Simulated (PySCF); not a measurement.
Gas-phase reaction: PH3 + H + SiH ⇌ H3SiPH2

Computed with PySCF (xtb for GFN2) and rigid-rotor harmonic-oscillator thermochemistry at 1 bar. † marks an energy on the PBE0/def2-TZVP geometry and frequencies; other levels use their own. CCSD(T) freezes the core. 6-31G* has spherical d functions here. Open shells (unrestricted): H (multiplicity 2), SiH (multiplicity 2); the rest are closed-shell singlets. GFN2 has no spin-polarisation term. Spin-orbit splitting is ignored; it lowers the true energy and changes the entropy of SiH. B3LYP is the form with VWN-RPA correlation. CCSD(T) isn't extrapolated to the basis-set limit. Warning, large T1 diagnostic: SiH (CCSD(T)/def2-TZVPP†).

```tsv
level	ΔH°(298 K), kJ
B3LYP/6-31G*	-541
B3LYP/def2-TZVP†	[?]
CCSD(T)/def2-TZVPP†	[?]
GFN2-xTB	-638
HF/def2-TZVP†	[?]
M06-2X/def2-TZVP†	-556
PBE0/def2-QZVP†	-560
PBE0/def2-TZVP	-560
r2SCAN/def2-TZVP†	[?]
ωB97M-V/def2-TZVP†	-562
```

Problem. Complete the blanks.

Solution. 
- B3LYP/def2-TZVP†, ΔH°(298 K), kJ: -545
- CCSD(T)/def2-TZVPP†, ΔH°(298 K), kJ: -551
- HF/def2-TZVP†, ΔH°(298 K), kJ: -449
- r2SCAN/def2-TZVP†, ΔH°(298 K), kJ: -574
